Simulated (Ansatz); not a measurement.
```yaml
crystal:
  periodic: [true, true, true]
  atoms:
    - {symbol: C, position_ang: [-0.969350, -0.972076, -0.672572]}
    - {symbol: C, position_ang: [-0.114735, -0.122615, 0.102810]}
    - {symbol: N, position_ang: [0.508496, -0.424756, 1.328049]}
    - {symbol: C, position_ang: [1.093328, 0.672477, 1.261342]}
    - {symbol: C, position_ang: [0.740695, 1.140968, 0.216786]}
    - {symbol: H, position_ang: [-1.789907, -0.292194, -0.751800]}
    - {symbol: H, position_ang: [-1.214677, -2.105003, -0.611694]}
    - {symbol: H, position_ang: [-0.664020, -0.919543, -1.531398]}
    - {symbol: H, position_ang: [1.891665, 0.937837, 1.899969]}
    - {symbol: H, position_ang: [0.791003, 1.770074, -0.435996]}
basis:
  gaussian: {orbitals: def2-mTZVPP}
hamiltonian: {xc: {name: B2GP-PLYP}}
```

```sh
$ ansatz run in.yaml --threads 2 --pin off --events-out ev --progress --plain --max-ram 4352MiB
```

It prints (some lines left out):

```
Error: YAML parse error: error: line 2 column 3: crystal: missing field `lattice` (a structure is typed as `lattice` and `atoms`, a molecule's as `atoms` in Å alone, or read from a run's directory, `checkpoint`)
 --> <input>:2:3
1 | crystal:
2 |   periodic: [true, true, true]
3 |   atoms:
4 |     - {symbol: C, position_ang: [-0.969350, -0.972076, -0.672572]}
```

Q: What is wrong with this run?

A: The molecule is marked periodic without a cell. The input was rejected before any iteration.
